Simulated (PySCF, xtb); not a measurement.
allene (C₃H₄), SMILES C=C=C.

xtb 6.7.1 with GFN2-xTB at its own geometry gives an orbital gap of 5.63 eV and a dipole moment of 0.00 D.

Geometry optimised at PBE0-D3(BJ)/def2-TZVP.

Problem. What does B3LYP/def2-TZVPD (PySCF) give? (Estimate from the structure and the level; the computed values follow.)

Solution. gap 7.51 eV (levels -7.51 and 0.00 eV), dipole 0.00 D.
